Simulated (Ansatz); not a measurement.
C$_{4}$H$_{7}$FS (`C=CCC(F)S`). Total charge 0; spin multiplicity 1. The geometry is a stationary point of PBE0-D4/def2-TZVP. It is one conformer, not always the lowest.

```xyz
13

C    -1.629    1.012    0.610
C    -0.611    0.197    0.839
C    -0.165   -0.876   -0.101
C     1.038   -0.514   -0.958
F     0.657    0.436   -1.884
S     2.504    0.024   -0.061
H    -2.218    0.941   -0.299
H    -1.911    1.780    1.321
H    -0.049    0.296    1.765
H     0.091   -1.783    0.455
H    -0.976   -1.128   -0.791
H     1.372   -1.395   -1.515
H     1.898    1.009    0.621
```

(1) What is the dipole moment at ωB97M-V/def2-TZVPP? (Estimate.)

(2) And with PBE, r2SCAN, B3LYP? (An estimate is asked.)

(3) Give the Mulliken charges with ωB97M-V, B3LYP, r2SCAN in def2-TZVPP. (Best estimate.)

## Answers

(1) Ansatz gave: 1.73 D, with components (-0.98, -0.98, 1.04) D in this frame, pointing from negative to positive charge.

(2) The calculation gave: PBE 1.69 D, r2SCAN 1.76 D, B3LYP 1.75 D.

(3) The calculation gave: 
| atom | ωB97M-V | B3LYP | r2SCAN |
| --- | --- | --- | --- |
| C1 | -0.20 | -0.21 | -0.17 |
| C2 | -0.18 | -0.17 | -0.16 |
| C3 | -0.14 | -0.07 | 0.01 |
| C4 | 0.10 | 0.18 | 0.24 |
| F5 | -0.21 | -0.23 | -0.22 |
| S6 | -0.14 | -0.17 | -0.18 |
| H7 | 0.09 | 0.09 | 0.07 |
| H8 | 0.10 | 0.10 | 0.08 |
| H9 | 0.13 | 0.12 | 0.09 |
| H10 | 0.11 | 0.08 | 0.04 |
| H11 | 0.10 | 0.08 | 0.04 |
| H12 | 0.11 | 0.09 | 0.05 |
| H13 | 0.12 | 0.10 | 0.10 |

B3LYP here is the variant with VWN-RPA as its local correlation; programs differ in this.
